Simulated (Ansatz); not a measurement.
# BH₄NSi, SMILES B1N[SiH2]1: vertical energies of changing the electron count

Program: Ansatz 0.2.0 through its Python package.

Run as a notebook:

**Cell 1**
```python
import ansatz as az
from ase import Atoms
```

**Cell 2**
```python
BASIS = "aug-cc-pVDZ"
FUNCTIONAL = "HF"
```

**Cell 3**
```python
def energy(molecule, charge=0, unpaired=0):
    calc = molecule.calculation().basis(gaussian=BASIS).functional(FUNCTIONAL)
    if charge:
        calc = calc.charge(charge)
    if unpaired:
        calc = calc.spin("collinear", total=unpaired)
    report = calc.run(threads=1).report
    if report["published_state_doubts"]:
        print("  doubts:", report["published_state_doubts"])
    return report["free_energy_ev"]
```

**Cell 4**
```python
atoms = Atoms(["B", "N", "Si", "H", "H", "H", "H"], positions=[
    [-0.8416, -0.6303, -0.3294],
    [0.3089, 0.0362, -1.0621],
    [0.6651, 0.1492, 0.6136],
    [-1.8967, -1.0506, -0.3594],
    [0.0084, 0.9778, -1.3985],
    [0.3191, 1.4166, 1.2964],
    [1.4982, -0.967, 1.1938],
])
system = az.Crystal.molecule_from_ase(atoms)
```

**Cell 5**
```python
# total-energy differences at one geometry
parent = energy(system, 0, 0)
cation = energy(system, 1, 1)
print(f"E(N)   = {parent:.5f} eV")
print(f"E(N-1) = {cation:.5f} eV  (1 unpaired)")
print(f"vertical ionisation energy {cation - parent:.3f} eV")
```
Output:
```text
E(N)   = -10077.03761 eV
E(N-1) = -10070.02597 eV  (1 unpaired)
vertical ionisation energy 7.012 eV
```

At this unrelaxed geometry removing an electron costs 7.01 eV.

Caveats:
- Total energies depend on the basis set; only differences at equal settings carry meaning.
- The geometry is a force-field or estimated start, not a minimum of this method, and the basis set is short of its limit. All parts are taken at fixed geometry, without zero-point energy. At an unrelaxed start these energies can be a whole eV from those at the minimum, and a small affinity can change sign.
- Hartree-Fock leaves correlation out, so bond, atomisation and ionisation energies come out well too low.
- Hardware and time: 4.3 s on 1 thread of Arm Neoverse V1, on a shared host, peak memory 0.3 GiB.

(Lines on the test bed's own set-up are left out of the output.)
